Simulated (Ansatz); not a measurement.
Geometry optimisation, Ansatz, RKS PBE0-D4/def2-SVPD.

Input:

```yaml
crystal:
  periodic: [false, false, false]
  atoms:
    - { symbol: B, position_ang: [-0.923383, 0.000266, 0.343419] }
    - { symbol: H, position_ang: [1.331794, 0.000102, 1.119157] }
    - { symbol: F, position_ang: [1.605129, -0.000288, 0.236215] }
    - { symbol: Cl, position_ang: [-1.357539, -8.0e-05, -1.319991] }
basis:
  gaussian: { orbitals: def2-SVPD }
hamiltonian:
  xc: pbe0
  dispersion: d4
relax:
  f_tol: 0.03
  max_steps: 50
output:
  orbitals: {}
```

Run as:

```bash
$ ansatz run input.yaml --threads 2 --pin off --max-ram 3072MiB --backend cpu --events-out ev --progress --plain --runs-dir out
```

**Question.** Where does it end, and by what steps?

**Answer.** It converged. After 11 steps the energy has fallen by 0.290 eV; F3 moved furthest, 0.93 Å.

```
step  energy less start (eV)  largest force component (eV/Å)  accepted
   0                  0.0000                           0.338       yes
   1                  0.0361                           2.278        no
   2                 -0.0351                           0.667       yes
   3                 -0.0585                           1.062       yes
   4                 -0.1105                           0.185       yes
   5                 -0.1181                           0.280       yes
   6                 -0.1563                           0.427       yes
   7                 -0.1739                           1.450       yes
   8                 -0.2502                           0.370       yes
   9                 -0.2870                           0.045       yes
  10                 -0.2897                           0.047       yes
  11                 -0.2903                           0.016       yes
```

```xyz
4
Properties=species:S:1:pos:R:3
B -0.563 0.000 -0.253
H 1.218 0.000 0.631
F 2.070 0.000 1.039
Cl -2.069 0.000 -1.039
```

Whether the end is a true minimum wasn't checked by a vibrational analysis.

The run took 11 s on 2 threads of Arm Neoverse V1, on a shared host, peak memory 0.13 GiB.
